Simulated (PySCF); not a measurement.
Species: C₄H₉OP.
Numbering: `[CH2:1]=[CH:2][P@H:3](=[O:4])[CH2:5][CH3:6]` (hydrogens: H7, H8 on C1; H9 on C2; H10 on P3; H11, H12 on C5; H13, H14, H15 on C6)

Vertical excitations from PySCF (density fitting, frozen core in the response, grid level 2 and gas phase unless stated; continuum runs use non-equilibrium linear response for the excitations) on a GFN2-xTB geometry. Reference run:

```csv
settings,"S1, eV (f)","S2, eV (f)","S3, eV (f)","S4, eV (f)","S5, eV (f)","S6, eV (f)","T1, eV (Tamm–Dancoff)",mean α (au)
"wB97X-D/def2-SVPD, full TDDFT, 8 singlets",6.26 (0.003),6.53 (0.044),7.49 (0.406),7.51 (0.025),7.68 (0.034),7.99 (0.001),4.52,74.9
```

What do these settings give: (1) PBE0/6-31++G**, TDA, 12 singlets; (2) PW91/def2-TZVP, IEF-PCM methanol, energy threshold 1e-07 Eh, full TDDFT, 1 singlet?

```csv
settings,"S1, eV (f)","S2, eV (f)","S3, eV (f)","S4, eV (f)","S5, eV (f)","S6, eV (f)","T1, eV (Tamm–Dancoff)",mean α (au)
"PBE0/6-31++G**, TDA, 12 singlets",5.84 (0.010),5.95 (0.027),6.69 (0.009),6.88 (0.009),7.07 (0.024),7.17 (0.001),–,72.5
"PW91/def2-TZVP, IEF-PCM methanol, energy threshold 1e-07 Eh, full TDDFT, 1 singlet",5.08 (0.032),–,–,–,–,–,4.46,100.9
```

(1) S1 moves by -0.42 eV; functional, basis and response scheme change together, so the shift can't be laid on one. (2) S1 moves by -1.18 eV; functional, basis and environment change together, so the shift can't be laid on one. States are counted by energy in each run and needn't keep their character from row to row.

All basis functions are spherical, in the Pople sets too.

Which orbital pairs make up S1 in each run, and how does it sit against the orbital gap?

```
                                                                          settings  S1 configurations (weight)  S1 (eV)  orbital gap (eV)  S1 − gap (eV)
                                         wB97X-D/def2-SVPD, full TDDFT, 8 singlets        H−1→L 0.80, H→L 0.16     6.26             10.76          -4.50
                                                  PBE0/6-31++G**, TDA, 12 singlets        H−1→L 0.61, H→L 0.37     5.84              7.02          -1.18
PW91/def2-TZVP, IEF-PCM methanol, energy threshold 1e-07 Eh, full TDDFT, 1 singlet                    H→L 0.96     5.08              4.98          +0.10
```

Geometry: GFN2-xTB, one conformer.

The values belong to the conformer `[CH2:1]=[CH:2][P@H:3](=[O:4])[CH2:5][CH3:6]`: C1–C2–P3–O4 3°, C2–P3–C5–C6 -175°.

The pairwise dispersion term of wB97X-D wasn't added to the energies; at a given geometry it leaves orbitals and properties as they are.
